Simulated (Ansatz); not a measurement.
**SiNH₅ (triplet): wave-function methods side by side at distance Si1–H5 along a hydrogen transfer = 2.194 Å, cc-pVDZ**

An exercise on one series of results from a longer session: the logs are not shown, and one member is left open.

Program: Ansatz 0.2.0, Gaussian basis. Level of theory: cc-pVDZ, core rule «outside noble gas», up to 6 orbitals frozen. These are calculated values, not measurements.

To be run: UHF; CCSD(T) on ROHF; CCSD(T) on UHF; BCCD(T) on ROHF; CISD; CCSDT(Q) on ROHF; CCSDT(Q) on UHF; CASSCF and MRCISD+Q, 4 electrons in 4 orbitals; CASSCF and NEVPT2, 4 electrons in 4 orbitals.

### The system

The geometry derives from fragments relaxed apart (PBE0/def2-TZVP) and kept rigid, so it is no stationary point. A hydrogen atom is moved between rigid fragments.

7 atoms, charge 0, spin multiplicity 3.

Atoms are counted from 1 here; the program's logs count them from 0.

Bond lengths: Si1–H2 1.485 Å, Si1–H3 1.485 Å, Si1–H4 1.485 Å, H5–N6 1.040 Å, N6–H7 1.040 Å. Angles: H2–Si1–H3 109.5°, H2–Si1–H4 109.5°, H3–Si1–H4 109.5°, H5–N6–H7 105.0°.

Set-up of the first run:

in.yaml

```yaml
crystal:
  periodic: [false, false, false]
  atoms:
    - {symbol: Si, position_ang: [-1.051169, 0.021476, 0.000000]}
    - {symbol: H, position_ang: [-1.546041, 1.421184, 0.000000]}
    - {symbol: H, position_ang: [-1.546040, -0.678378, 1.212183]}
    - {symbol: H, position_ang: [-1.546041, -0.678378, -1.212182]}
    - {symbol: H, position_ang: [1.142831, 0.021476, 0.000000]}
    - {symbol: N, position_ang: [2.182831, 0.021476, -0.000001]}
    - {symbol: H, position_ang: [2.451913, -0.982751, -0.000001]}
basis:
  gaussian: {orbitals: cc-pVDZ}
magnetization: {spin_polarized: true, initial_magnetization: 2}
hamiltonian: {xc: hf}
output: {orbitals: {seedname: orbitals}}
```

Started as:

```console
ansatz run in.yaml --threads 1 --pin off --events-out ev --progress --plain --max-ram 2816MiB --backend cpu
```

Among the steps run: UHF; CCSD(T) on ROHF; CCSD(T) on UHF; BCCD(T) on ROHF; CISD; CCSDT(Q) on ROHF; CCSDT(Q) on UHF; CASSCF and MRCISD+Q, 4 electrons in 4 orbitals; CASSCF and NEVPT2, 4 electrons in 4 orbitals.

One of the session's tables, all rows but one given; the rest of the session is left out.

| method | from UCCSDT(Q) (kcal/mol) |
| --- | --- |
| ROHF | +190.20 |
| UHF | +185.81 |
| RMP2 | +33.22 |
| UMP2 | +33.22 |
| CISD | +20.60 |
| RCCSD | +4.37 |
| UCCSD | +4.30 |
| RCCSD(T) | +0.86 |
| UCCSD(T) | +0.85 |
| BCCD(T) | +0.86 |
| RCCSDT | +0.22 |
| UCCSDT | +0.20 |
| RCCSDT(Q) | +0.02 |
| UCCSDT(Q) | 0 |
| CASSCF pair | +177.29 |
| NEVPT2 pair | ? |
| MRCISD pair | +18.53 |
| MRCISD+Q pair | +1.84 |

**Question.** Estimate the row for NEVPT2 pair.

As computed: from UCCSDT(Q) (kcal/mol): +32.61. In the column «from UCCSDT(Q) (kcal/mol)» it lies between CISD (+20.60) and RMP2 (+33.22).

To keep in mind: Restricted and unrestricted rows rest on different reference determinants; where their highest levels disagree by more than a few hundredths of an eV, they describe different states and don't form one ladder.
